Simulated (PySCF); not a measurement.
Species: C₄H₇S (charge -1).
Z-matrix (Å and degrees, PBE0-D3(BJ)/def2-SVP geometry), rows numbered from 1:
```
C 
C   1  1.4929
C   2  1.3650  1  123.86
C   3  1.5127  2  117.92  1  -179.94
S   3  1.7352  2  126.74  1     0.06
H   1  1.1038  2  107.40  3    -0.01
H   1  1.1095  2  113.14  3  -119.63
H   1  1.1094  2  113.14  3   119.62
H   2  1.1000  1  117.89  3  -179.97
H   4  1.1033  3  109.97  2  -122.03
H   4  1.1033  3  109.95  2   121.77
H   4  1.1068  3  112.94  2    -0.12
```

The closed-shell ground state was solved at several levels (PySCF, density fitting, gas phase, non-relativistic). The geometry's basis has no diffuse functions, a weakness for an anion. Where the HOMO energy is positive, the finite basis confines the outermost electrons. No diffuse functions stand in pcSseg-1 and pcSseg-2, which bears on an anion's orbital energies.

| level | basis functions | total energy (Eh) | HOMO (eV) | LUMO (eV) | gap (eV) |
| --- | --- | --- | --- | --- | --- |
| CAM-B3LYP/def2-SVPD | 163 | -554.5458 | -1.39 | 4.99 | 6.38 |
| wB97X-D/pcSseg-2 | 285 | -554.8768 | -1.86 | 5.95 | 7.81 |

(1) Estimate the row for PBE0/pcSseg-1, a basis of 127 functions; the other rows only guide the guess.

(2) Over all these levels, which gives the widest orbital gap and which the narrowest?

Results:

(1) Total energy -554.4818 Eh, HOMO 0.14 eV, LUMO 5.69 eV, gap 5.55 eV.

(2) wB97X-D/pcSseg-2 (range-separated hybrid) has the widest, 7.81 eV, and PBE0/pcSseg-1 (global hybrid, 25 % exact exchange) the narrowest, 5.55 eV. Functional and basis both differ between the two, so the spread mixes both effects.

wB97X-D is run here without its empirical dispersion term; that term would change no orbital, density or response property at a fixed geometry.
